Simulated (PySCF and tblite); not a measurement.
The numbers below are computed, except where a source is named.
C₄H₃NO, numbered as in [CH2:1]=[CH:2][C:3](=[O:4])[C:5]#[N:6].

Conformers came from 60 starts (ETKDG, MMFF94s, GFN2-xTB); geometries are PBE0-D3(BJ)/def2-SVP. Free energies are TPSS-D3(BJ)/def2-TZVP (IEF-PCM, chloroform) single points with GFN2-xTB rigid-rotor and vibrational terms (modes under about 100 cm⁻¹ blended into free rotors). Symmetry numbers and mirror images are counted. Conformers within 3 kcal/mol (GFN2-xTB free energy) were kept, 3 at most. Couplings: B3LYP/pcJ-1. Couplings are for ¹³C, ¹H, ¹⁵N, ¹⁷O. Of two unlike H on one atom, a is the less shielded (PBE0/pcSseg-1 (IEF-PCM, chloroform)). Codes: tblite and PySCF.

Torsions listed: C1–C2–C3–O4.

| conformer | shape | weight % |
| --- | --- | --- |
| 1 | 180° | 95.6 |
| 2 | 0° | 4.4 |

**Question.** Give the couplings in each conformer and the averages at 298.15 K (pairs that fast motion interchanges averaged).

**Answer.** 
```csv
coupling,pairs,1,2,average (Hz)
"¹J(C1,C2)",1,77.5,78.8,77.5
"³J(C1,O4)",1,-6.5,-7.2,-6.5
"¹J(C1,H1a)",1,170.6,174.3,170.7
"¹J(C1,H1b)",1,175.1,174.2,175.1
"²J(C1,H2)",1,0.3,-0.3,0.3
"¹J(C2,C3)",1,69.7,67.3,69.6
"²J(C2,O4)",1,-2.0,0.0,-1.9
"³J(C2,N6)",1,-0.6,-0.6,-0.6
"²J(H1a,C2)",1,-3.0,-4.1,-3.0
"²J(H1b,C2)",1,0.2,0.9,0.3
"¹J(C2,H2)",1,176.7,174.4,176.6
"¹J(C3,O4)",1,28.1,28.8,28.1
"¹J(C3,C5)",1,79.1,82.1,79.2
"²J(C3,N6)",1,2.9,2.8,2.9
"³J(H1a,C3)",1,11.2,9.1,11.1
"³J(H1b,C3)",1,17.8,14.9,17.6
"²J(H2,C3)",1,4.4,7.8,4.5
"²J(O4,C5)",1,-4.6,-4.6,-4.6
"³J(O4,N6)",1,3.7,4.0,3.7
"⁴J(H1a,O4)",1,0.7,0.2,0.7
"⁴J(H1b,O4)",1,0.7,0.0,0.7
"³J(H2,O4)",1,-0.9,-1.1,-0.9
"¹J(C5,N6)",1,-16.0,-15.9,-16.0
"³J(H2,C5)",1,7.8,-0.5,7.5
"²J(H1a,H1b)",1,0.2,1.9,0.3
"³J(H1a,H2)",1,19.7,18.8,19.7
"³J(H1b,H2)",1,11.8,11.4,11.8
```
